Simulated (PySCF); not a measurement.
Members of the series nitrenes, diatomics and small unsaturated species; each row names its spin state. All species are isolated molecules in the gas phase. One relaxed conformer stands for each flexible species; it need not be the lowest. Strings in code marks are SMILES.

Method: B3LYP-D3(BJ)/def2-TZVP run with PySCF. All candidates: neutral, multiplicity 3. B3LYP has the VWN-RPA correlation part, as in Gaussian. 

```yaml
highest_occupied_spin_orbital: -5.82 eV
dipole_moment: 0.73 D
```

**Question.** Identify which member has these values.
A. `[NH]` (lower triplet)
B. `C=[SiH2]` (excited triplet)
C. `[Al][Cl]` (excited triplet)
D. `C=S` (excited triplet)

**Answer.** B, `C=[SiH2]` (excited triplet). The others give `C=S` (excited triplet): -5.03 eV, 0.56 D; `[NH]` (lower triplet): -9.29 eV, 1.59 D; `[Al][Cl]` (excited triplet): -3.95 eV, 1.68 D
